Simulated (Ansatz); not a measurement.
Consider the isomerisation: `CCOC(=O)CC` → `CC(=O)OC(C)C`.

Isolated molecules relaxed with PBE0-D4/def2-TZVP in Ansatz; ΔE leaves out vibrations. CBS: MP2 limit from def2 TZ/QZ plus the TZ coupled-cluster correction, frozen cores. DFT in def2-TZVPP. B3LYP here is the variant with VWN-RPA as its local correlation; programs differ in this. One conformer a species, not always the lowest.

Q: Is it downhill or uphill in electronic energy at CCSD(T)/CBS, and by how much? (Best estimate.)

A: Ansatz gave: Downhill: ΔE = -3.4 kcal/mol.

Q: What do these levels give: PBE-D4, r2SCAN-D4, PBE0-D4, ωB97X-V, ωB97M-V, r2SCAN, B3LYP, CCSD/def2-TZVPP, CCSD(T)/def2-TZVPP, HF/def2-QZVPP, MP2/def2-QZVPP, CCSD/CBS(def2)? (Best estimate.)

A: The calculation gave: PBE-D4 -3.0, r2SCAN-D4 -3.4, PBE0-D4 -3.0, ωB97X-V -3.1, ωB97M-V -3.2, r2SCAN -3.3, B3LYP -2.7, CCSD/def2-TZVPP -3.0, CCSD(T)/def2-TZVPP -3.2, HF/def2-QZVPP -2.5, MP2/def2-QZVPP -3.6, CCSD/CBS(def2) -3.2 kcal/mol.

Largest T1 diagnostic among the species: 0.013.

In def2-TZVPP, CCSD(T) changes the Hartree–Fock value by −0.7 kcal/mol (the triples alone add −0.2 kcal/mol) and MP2 by −1.0 kcal/mol.
